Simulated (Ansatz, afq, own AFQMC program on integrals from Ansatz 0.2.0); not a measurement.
**BNH₄ (singlet): AFQMC on the coupled-cluster ladder at distance B1–N2 = 1.532 Å, 6-31G**

Aim: compute BNH₄ (singlet) with auxiliary-field quantum Monte Carlo on the same integrals as coupled cluster, and set the energies side by side.

Program: Ansatz 0.2.0, Gaussian basis, and an in-house AFQMC program (afq) on its integrals; all values are calculated. Level of theory: 6-31G, frozen cores. These are calculated values, not measurements.

The runs, in order: PBE (unrestricted); r2SCAN (unrestricted); PBE0 (unrestricted); B3LYP (unrestricted); wB97M-V (unrestricted); B2PLYP (unrestricted); CCSD(T) on RHF; CCSDT(Q) on RHF; Phaseless AFQMC, CISD trial on RHF; UHF.

4 further runs of the same task are left out: 4 that didn't finish.

### Step 1. The geometry

The geometry derives from a PBE0/def2-TZVP stationary point (not a proven minimum). One bond is set to the value named and the two fragments are kept rigid.

6 atoms, charge 0, spin multiplicity 1.

Atoms are counted from 1 here; the program's logs count them from 0.

Bond lengths: B1–N2 1.532 Å, B1–H3 1.197 Å, B1–H4 1.197 Å, N2–H5 1.006 Å, N2–H6 1.006 Å. Angles: N2–B1–H3 119.0°, N2–B1–H4 119.0°, H3–B1–H4 122.0°, B1–N2–H5 123.2°, B1–N2–H6 123.2°, H5–N2–H6 113.5°.

### Step 2. PBE (unrestricted)

Contents of in.yaml:

```yaml
crystal:
  periodic: [false, false, false]
  atoms:
    - {symbol: B, position_ang: [0.000000, 0.000000, 0.848814]}
    - {symbol: N, position_ang: [0.000000, 0.000000, -0.683186]}
    - {symbol: H, position_ang: [0.000000, 1.046904, 1.429229]}
    - {symbol: H, position_ang: [0.000000, -1.046904, 1.429229]}
    - {symbol: H, position_ang: [0.000000, 0.841351, -1.234445]}
    - {symbol: H, position_ang: [0.000000, -0.841351, -1.234445]}
basis:
  gaussian: {orbitals: 6-31G}
magnetization: {spin_polarized: true, initial_magnetization: 0}
hamiltonian: {xc: {name: PBE}}
output: {orbitals: {seedname: orbitals}}
```

The run is started by

```bash
ansatz run in.yaml --threads 1 --pin off --events-out ev --progress --plain --max-ram 1382MiB
```

Log:

```text
Functional definition: PBE
  name "PBE"
  cite "Perdew, Burke & Ernzerhof, Phys. Rev. Lett. 77, 3865 (1996) doi:10.1103/PhysRevLett.77.3865"
  parent pbe
  parameter kappa = 0.804
  parameter beta = 0.06672455060314922
  exchange = pbe_x(kappa = kappa, mu = beta*pi^2/3)
  correlation = pbe_c(beta = beta)
386 factors; integrals over basis functions are off by at most 2.6e-4 eV
mean field evaluation 1: about -2222.6014 eV, gradient 3.7e1 eV
mean field evaluation 2: about -2198.7114 eV, gradient 7.2e1 eV
mean field evaluation 4: about -2228.1365 eV, gradient 2.9e0 eV
mean field evaluation 8: about -2228.1751 eV, gradient 2.6e-2 eV
mean field -2228.17514790 eV, -81.8839263740 hartree, gradient 4.8e-5 eV, S^2 0.000000; 0 other end points of the search recorded, 0 dependent functions left out
reference -2228.17516968 eV, -81.8839271742 hartree; 8, 8 occupied and 18, 18 virtual orbitals, 386 factors
Total energy: -2228.17516968 eV, -81.8839271742 hartree
```

Run time: 0.54 s. Hardware: 1 thread of Arm Neoverse V2, shared host.

From the report: ⟨S²⟩ of the determinant 0.000 (pure singlet: 0.00).

### Step 3. r2SCAN (unrestricted)

Changes to in.yaml since step 2:

```diff
@@ -12,3 +12,2 @@
 magnetization: {spin_polarized: true, initial_magnetization: 0}
-hamiltonian: {xc: {name: PBE}}
-output: {orbitals: {seedname: orbitals}}
+hamiltonian: {xc: {name: r2SCAN}}
```

Launched as before.

Log:

```text
Functional definition: r2SCAN
  name "r2SCAN"
  cite "Furness, Kaplan, Ning, Perdew & Sun, J. Phys. Chem. Lett. 11, 8208 (2020) doi:10.1021/acs.jpclett.0c02405"
  cite "Furness, Kaplan, Ning, Perdew & Sun, J. Phys. Chem. Lett. 11, 9248 (2020) doi:10.1021/acs.jpclett.0c03077"
  parent r2scan
  parameter k0 = 0.174
  parameter k1 = 0.065
  parameter a1 = 4.9479
  exchange = r2scan_x(k0 = k0, k1 = k1, a1 = a1)
  correlation = r2scan_c
386 factors; integrals over basis functions are off by at most 2.6e-4 eV
mean field evaluation 1: about -2225.3914 eV, gradient 3.3e1 eV
mean field evaluation 2: about -2210.9051 eV, gradient 6.0e1 eV
mean field evaluation 4: about -2229.8746 eV, gradient 1.6e0 eV
mean field evaluation 8: about -2229.8780 eV, gradient 3.6e-2 eV
mean field -2229.87798372 eV, -81.9465044363 hartree, gradient 1.2e-5 eV, S^2 0.000000; 0 other end points of the search recorded, 0 dependent functions left out
reference -2229.87798939 eV, -81.9465046446 hartree; 8, 8 occupied and 18, 18 virtual orbitals, 386 factors
Total energy: -2229.87798939 eV, -81.9465046446 hartree
```

It took 1.2 s on 1 thread of Arm Neoverse V2, shared host.

From the report: ⟨S²⟩ of the determinant 0.000 (pure singlet: 0.00).

### Step 4. PBE0 (unrestricted)

Changes to in.yaml since step 3:

```diff
@@ -12,2 +12,3 @@
 magnetization: {spin_polarized: true, initial_magnetization: 0}
-hamiltonian: {xc: {name: r2SCAN}}
+hamiltonian: {xc: {name: PBE0}}
+output: {orbitals: {seedname: orbitals}}
```

Launched as before.

Log:

```text
Functional definition: PBE0
  name "PBE0"
  cite "Adamo & Barone, J. Chem. Phys. 110, 6158 (1999) doi:10.1063/1.478522"
  cite "Perdew, Burke & Ernzerhof, Phys. Rev. Lett. 77, 3865 (1996) doi:10.1103/PhysRevLett.77.3865"
  parent pbe
  parameter a = 0.25
  parameter kappa = 0.804
  parameter beta = 0.06672455060314922
  exchange = (1 - a)*pbe_x(kappa = kappa, mu = beta*pi^2/3) + a*exact_x
  correlation = pbe_c(beta = beta)
386 factors; integrals over basis functions are off by at most 2.6e-4 eV
mean field evaluation 1: about -2224.9712 eV, gradient 2.9e1 eV
mean field evaluation 2: about -2219.1527 eV, gradient 4.5e1 eV
mean field evaluation 4: about -2228.4954 eV, gradient 7.7e-1 eV
mean field evaluation 8: about -2228.4874 eV, gradient 8.3e-4 eV
mean field -2228.48740046 eV, -81.8954014437 hartree, gradient 5.2e-5 eV, S^2 0.000000; 0 other end points of the search recorded, 0 dependent functions left out
reference -2228.48741686 eV, -81.8954020464 hartree; 8, 8 occupied and 18, 18 virtual orbitals, 386 factors
Total energy: -2228.48741686 eV, -81.8954020464 hartree
```

Wall time 0.57 s (1 thread of Arm Neoverse V2, shared host).

From the report: ⟨S²⟩ of the determinant 0.000 (pure singlet: 0.00).

### Step 5. B3LYP (unrestricted)

Changes to in.yaml since step 4:

```diff
@@ -12,3 +12,2 @@
 magnetization: {spin_polarized: true, initial_magnetization: 0}
-hamiltonian: {xc: {name: PBE0}}
-output: {orbitals: {seedname: orbitals}}
+hamiltonian: {xc: {name: B3LYP}}
```

The command is unchanged.

Log, cut to the lines that bear on the results:

```text
Functional definition: B3LYP
  name "B3LYP"
  cite "Stephens, Devlin, Chabalowski & Frisch, J. Phys. Chem. 98, 11623 (1994) doi:10.1021/j100096a001"
  cite "Becke, Phys. Rev. A 38, 3098 (1988) doi:10.1103/PhysRevA.38.3098"
  cite "Lee, Yang & Parr, Phys. Rev. B 37, 785 (1988) doi:10.1103/PhysRevB.37.785"
  cite "Vosko, Wilk & Nusair, Can. J. Phys. 58, 1200 (1980) doi:10.1139/p80-159"
[...]
386 factors; integrals over basis functions are off by at most 2.6e-4 eV
[...]
mean field -2231.64712581 eV, -82.0115192089 hartree, gradient 2.7e-5 eV, S^2 0.000000; 0 other end points of the search recorded, 0 dependent functions left out
reference -2231.64729967 eV, -82.0115255978 hartree; 8, 8 occupied and 18, 18 virtual orbitals, 386 factors
Total energy: -2231.64729967 eV, -82.0115255978 hartree
```

Wall time 0.57 s (1 thread of Arm Neoverse V2, shared host).

From the report: ⟨S²⟩ of the determinant 0.000 (pure singlet: 0.00).

### Step 6. wB97M-V (unrestricted)

Changes to in.yaml since step 5:

```diff
@@ -12,2 +12,3 @@
 magnetization: {spin_polarized: true, initial_magnetization: 0}
-hamiltonian: {xc: {name: B3LYP}}
+hamiltonian: {xc: {name: wB97M-V}}
+output: {orbitals: {seedname: orbitals}}
```

Same command.

Log, cut to the lines that bear on the results:

```text
Functional definition: wB97M-V
  name "wB97M-V"
  cite "Mardirossian & Head-Gordon, J. Chem. Phys. 144, 214110 (2016) doi:10.1063/1.4952647"
  cite "Becke, J. Chem. Phys. 107, 8554 (1997) doi:10.1063/1.475007"
  cite "Vydrov & Van Voorhis, J. Chem. Phys. 133, 244103 (2010) doi:10.1063/1.3521275"
  # Of w^i u^j: cxij and so on, Table III.
[...]
  gx(w, u) = 1 - cx + cx01*u + cx10*w
  gss(w, u) = css00 + css04*u^4 + css10*w + css20*w^2 + css43*w^4*u^3
  gos(w, u) = cos00 + cos10*w + (cos20 + cos21*u)*w^2 + (cos60 + cos61*u)*w^6
[...]
      + integral(e_c_pw_mod_opposite_spin*gos(b97_w_opposite, b97_u_opposite)) + vv10(b, c)
386 factors; integrals over basis functions are off by at most 2.6e-4 eV
130 factors; integrals over basis functions are off by at most 4.9e-6 eV
[...]
mean field -2230.07521636 eV, -81.9537526021 hartree, gradient 7.0e-5 eV, S^2 0.000000; 0 other end points of the search recorded, 0 dependent functions left out
reference -2230.07523946 eV, -81.9537534507 hartree; 8, 8 occupied and 18, 18 virtual orbitals, 386 factors
Total energy: -2230.07523946 eV, -81.9537534507 hartree
```

Wall time 2.3 s (1 thread of Arm Neoverse V2, shared host).

From the report: ⟨S²⟩ of the determinant 0.000 (pure singlet: 0.00).

### Step 7. B2PLYP (unrestricted)

Changes to in.yaml since step 6:

```diff
@@ -12,3 +12,3 @@
 magnetization: {spin_polarized: true, initial_magnetization: 0}
-hamiltonian: {xc: {name: wB97M-V}}
-output: {orbitals: {seedname: orbitals}}
+hamiltonian: {xc: {name: B2PLYP}}
+correlation: {electrons: outside_noble_gas}
```

The command is unchanged.

Log, cut to the lines that bear on the results:

```text
Functional definition: B2PLYP
  name "B2PLYP"
  cite "Grimme, J. Chem. Phys. 124, 034108 (2006) doi:10.1063/1.2148954"
  cite "Becke, Phys. Rev. A 38, 3098 (1988) doi:10.1103/PhysRevA.38.3098"
  cite "Lee, Yang & Parr, Phys. Rev. B 37, 785 (1988) doi:10.1103/PhysRevB.37.785"
[...]
386 factors; integrals over basis functions are off by at most 2.6e-4 eV
[...]
mean field -2226.35525007 eV, -81.8170463624 hartree, gradient 7.4e-7 eV, S^2 0.000000; 0 other end points of the search recorded, 0 dependent functions left out
2 core orbitals not correlated: weight in the atoms' cores, before any rotation towards them, 1.000 or more for the frozen orbitals, at most 0.000 for the correlated occupied ones
reference -2226.35536242 eV, -81.8170504912 hartree; 6, 6 occupied and 18, 18 virtual orbitals, 386 factors
second order -5.83178180 eV of doubles, -0.00000000 eV of singles
Total energy: -2227.92994351 eV, -81.8749152788 hartree
```

Run time: 0.63 s. Hardware: 1 thread of Arm Neoverse V2, shared host.

From the report: ⟨S²⟩ of the determinant 0.000 (pure singlet: 0.00).

### Step 8. CCSD(T) on RHF

Changes to in.yaml since step 7:

```diff
@@ -11,4 +11,3 @@
   gaussian: {orbitals: 6-31G}
-magnetization: {spin_polarized: true, initial_magnetization: 0}
-hamiltonian: {xc: {name: B2PLYP}}
-correlation: {electrons: outside_noble_gas}
+magnetization: {spin_polarized: false}
+correlation: {method: ccsd_t, electrons: outside_noble_gas, hamiltonian_folder: ham}
```

Launched as before.

Log, cut to the lines that bear on the results:

```text
Functional definition: HF
  name "HF"
  cite "Fock, Z. Phys. 61, 126 (1930) doi:10.1007/BF01340294"
  parent pbe
[...]
386 factors; integrals over basis functions are off by at most 2.6e-4 eV
[...]
mean field -2216.36963878 eV, -81.4500819159 hartree, gradient 1.3e-6 eV, S^2 0.000000; 0 other end points of the search recorded, 0 dependent functions left out
2 core orbitals not correlated: weight in the atoms' cores, before any rotation towards them, 1.000 or more for the frozen orbitals, at most 0.000 for the correlated occupied ones
reference -2216.36963878 eV, -81.4500819159 hartree; 6, 6 occupied and 18, 18 virtual orbitals, 386 factors
second order -4.58678986 eV of doubles, -0.00000000 eV of singles
cycle   1  -4.91183487 eV  change   -3.3e-1 eV  update   7.2e-2
[...]
cycle   9  -5.19848490 eV  change    8.1e-6 eV  update   4.0e-6
perturbative correction -0.11597120 eV, -0.0042618629 hartree
Total energy: -2221.68409488 eV, -81.6453845753 hartree
```

Run time: 0.21 s. Hardware: 1 thread of Arm Neoverse V2, shared host.

From the report: correlation -5.3145 eV; T1 0.021; largest double amplitude 0.07.

This run also writes the integrals to the folder ham.

### Step 9. CCSDT(Q) on RHF

Changes to in.yaml since step 8:

```diff
@@ -12,2 +12,2 @@
 magnetization: {spin_polarized: false}
-correlation: {method: ccsd_t, electrons: outside_noble_gas, hamiltonian_folder: ham}
+correlation: {method: ccsdt_q, electrons: outside_noble_gas}
```

The command is unchanged.

Log, cut to the lines that bear on the results:

```text
Functional definition: HF
  name "HF"
  cite "Fock, Z. Phys. 61, 126 (1930) doi:10.1007/BF01340294"
  parent pbe
[...]
622 factors; integrals over basis functions are off by at most 1.9e-7 eV
[...]
mean field -2216.36968465 eV, -81.4500836016 hartree, gradient 1.3e-6 eV, S^2 0.000000; 0 other end points of the search recorded, 0 dependent functions left out
2 core orbitals not correlated: weight in the atoms' cores, before any rotation towards them, 1.000 or more for the frozen orbitals, at most 0.000 for the correlated occupied ones
reference -2216.36968465 eV, -81.4500836016 hartree; 6, 6 occupied and 18, 18 virtual orbitals, 622 factors
second order -4.58685325 eV of doubles, -0.00000000 eV of singles
cycle   1  -4.91186165 eV  change   -3.3e-1 eV  update   7.8e-2
[...]
cycle  13  -5.32890453 eV  change   -1.2e-6 eV  update   3.0e-7
perturbative correction -0.01093361 eV, -0.0004018026 hartree
Total energy: -2221.70952279 eV, -81.6463190337 hartree
```

It took 1.2 s on 1 thread of Arm Neoverse V2, shared host.

From the report: correlation -5.3398 eV; T1 0.021; largest double amplitude 0.08.

### Step 10. Phaseless AFQMC, CISD trial on RHF

It reads the integrals that the CCSD(T) run on this determinant wrote.

The run is started by

```bash
afq ham --method phaseless --trial cisd --walkers 180 --populations 1 --least-time 40 --time-step 0.005 --steps-per-block 50 --equilibration-blocks 28 --max-blocks 300 --target-error 0.00042 --factor-cut 1e-05 --seed 7175 --release-times 0.24,0.51,0.99,1.62,2.4 --release-step 0.03 --release-every 4 --taylor-order 6
```

Log:

```text
orbitals 24  electrons 6 6  factors 173 of 386
reference energy -81.45008192 Eh
CCSD correlation -0.19104073 Eh in 10 cycles, weight of the determinant in the CISD state 0.9089
energy of the start -81.641123 Eh
 block  time / (1/Eh)  mean weight  energy / Eh
     1     0.250  0.9991  -81.638899
     2     0.500  1.0006  -81.640532
     3     0.750  0.9986  -81.642417
     4     1.000  0.9994  -81.642056
     5     1.250  0.9997  -81.644000
     6     1.500  0.9985  -81.643498
     7     1.750  0.9986  -81.644906
     8     2.000  1.0004  -81.643881
     9     2.250  1.0012  -81.645662
    10     2.500  0.9985  -81.644599
    13     3.250  1.0000  -81.642996
    17     4.250  1.0005  -81.647339
    21     5.250  1.0002  -81.646589
    25     6.250  0.9996  -81.649728
    29     7.250  1.0015  -81.646899
    33     8.250  0.9994  -81.650654
    37     9.250  0.9996  -81.641965
    41    10.250  0.9999  -81.646350
    45    11.250  1.0004  -81.642772
    49    12.250  0.9999  -81.643819
    53    13.250  0.9986  -81.643362
    57    14.250  1.0004  -81.645610
    61    15.250  1.0002  -81.642499
    65    16.250  1.0009  -81.648265
    69    17.250  0.9966  -81.642146
    73    18.250  0.9999  -81.643106
    77    19.250  0.9993  -81.642409
    81    20.250  0.9999  -81.642763
    85    21.250  0.9999  -81.644722
    89    22.250  1.0001  -81.645358
    93    23.250  1.0001  -81.651005
    97    24.250  0.9991  -81.646233
   101    25.250  0.9998  -81.646228
   105    26.250  0.9994  -81.646610
   109    27.250  0.9997  -81.652020
   113    28.250  1.0001  -81.644343
   117    29.250  1.0001  -81.655351
   121    30.250  0.9993  -81.646219
   125    31.250  0.9977  -81.642029
   129    32.250  1.0000  -81.641678
   133    33.250  0.9995  -81.646888
   137    34.250  0.9998  -81.653016
   141    35.250  1.0002  -81.644321
   145    36.250  1.0010  -81.643437
   149    37.250  1.0002  -81.641969
   153    38.250  0.9996  -81.651464
   157    39.250  1.0001  -81.647453
   161    40.250  0.9999  -81.644884
   165    41.250  1.0004  -81.643024
   169    42.250  1.0002  -81.647318
   173    43.250  0.9998  -81.645509
   177    44.250  0.9997  -81.643864
   181    45.250  1.0010  -81.646710
   185    46.250  1.0004  -81.648101
blocks merged  error / Eh  count
     1  0.000250  160
     2  0.000308  80
     4  0.000342  40
     8  0.000413  20
    16  0.000354  10
released: time / (1/Eh)  energy / Eh  error  mean overlap
  0.24  -81.645840  0.000342  0.9974
  0.51  -81.645795  0.000231  1.0028
  0.99  -81.646594  0.000380  0.9910
  1.62  -81.645977  0.000332  1.0020
  2.40  -81.645899  0.000353  1.0037
energy -81.645908 +/- 0.000413 Eh
```

Run time: 2 min. Hardware: 1 thread of Arm Neoverse V2, shared host.

Energy -2221.6983 ± 0.0112 eV. Caveats: constraint bias not in the error.

### Step 11. UHF

Changes to in.yaml since step 9:

```diff
@@ -11,3 +11,4 @@
   gaussian: {orbitals: 6-31G}
-magnetization: {spin_polarized: false}
-correlation: {method: ccsdt_q, electrons: outside_noble_gas}
+magnetization: {spin_polarized: true, initial_magnetization: 0}
+hamiltonian: {xc: hf}
+output: {orbitals: {seedname: orbitals}}
```

The run is started by

```bash
ansatz run in.yaml --threads 1 --pin off --events-out ev --progress --plain --max-ram 1382MiB
```

Log:

```text
Functional definition: HF
  name "HF"
  cite "Fock, Z. Phys. 61, 126 (1930) doi:10.1007/BF01340294"
  parent pbe
  exchange = exact_x
  correlation = 0
386 factors; integrals over basis functions are off by at most 2.6e-4 eV
mean field evaluation 1: about -2214.8711 eV, gradient 1.8e1 eV
mean field evaluation 2: about -2214.8670 eV, gradient 1.8e1 eV
mean field evaluation 4: about -2216.3551 eV, gradient 1.5e0 eV
mean field evaluation 8: about -2216.3696 eV, gradient 2.1e-4 eV
mean field -2216.36963878 eV, -81.4500819159 hartree, gradient 9.5e-6 eV, S^2 0.000000; 0 other end points of the search recorded, 0 dependent functions left out
reference -2216.36963878 eV, -81.4500819159 hartree; 8, 8 occupied and 18, 18 virtual orbitals, 386 factors
Total energy: -2216.36963878 eV, -81.4500819159 hartree
```

It took 0.12 s on 1 thread of Arm Neoverse V2, shared host.

From the report: ⟨S²⟩ of the determinant 0.000 (pure singlet: 0.00).

### Step 12. AFQMC on the ladder

On the RHF determinant, counted from CCSDT(Q) (a yardstick, not exact):

```
                                               level  energy (eV)  from CCSDT(Q) (meV)  statistical error (meV)   time
                                                  HF   -2216.3696              +5339.9                                
                                                 MP2   -2220.9564               +753.1                                
                                                CCSD   -2221.5681               +141.4                                
                                             CCSD(T)   -2221.6841                +25.4                                
                                            CCSDT(Q)   -2221.7095                  0.0                                
Phaseless AFQMC, CISD trial, step 0.005, 180 walkers   -2221.6983                +11.2                     11.2  2 min
```

The functionals' totals stand on their own zeros and serve differences with other points: PBE -2228.175 eV; r2SCAN -2229.878 eV; PBE0 -2228.487 eV; B3LYP -2231.647 eV; wB97M-V -2230.075 eV; B2PLYP -2227.930 eV.

### Step 13. Summary of results

| quantity | value |
| --- | --- |
| CCSD(T) on RHF from CCSDT(Q) | +25.4 meV |
| Phaseless AFQMC, CISD trial on RHF from CCSDT(Q) | +11.2 ± 11.2 meV |

What this shows: On RHF the phaseless walk with the CISD trial lies +11.2 meV from CCSDT(Q), within three error bars. Error bars are statistical and leave out the constraint, the time step and what remains of the start.
